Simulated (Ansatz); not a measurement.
An input meant for AlH2(CCH) (C2H3Al) (charge 0, singlet).

```yaml
crystal:
  periodic: [false, false, false]
  atoms:
    - {symbol: Al, position_ang: [0.643833, 1.115031, 0.008434]}
    - {symbol: H, position_ang: [2.232151, 1.077363, 0.057298]}
    - {symbol: H, position_ang: [-0.178544, 2.474762, -0.028687]}
    - {symbol: C, position_ang: [-0.313798, -0.539473, -0.005936]}
    - {symbol: C, position_ang: [-0.924328, -1.598566, -0.012389]}
    - {symbol: H, position_ang: [-1.459324, -2.529126, -0.018720]}
basis:
  gaussian: {orbitals: def2-mTZVP}
magnetization: {spin_polarized: true, initial_magnetization: 1}
hamiltonian: {xc: {name: revPBE0}, dispersion: d3bj}
output: {forces: true}
```

```sh
$ ansatz run in.yaml --threads 4 --pin off --events-out ev --progress --plain --max-ram 3916MiB
```

Output, abridged:

```
Error: a molecule whose nuclei and cores have a total charge of 28 cannot have a net charge of 0 together with 1 unpaired electrons
```

Q: Something in this input is off. What?

A: The number of unpaired electrons doesn't fit the electron count. The input was rejected before any iteration.
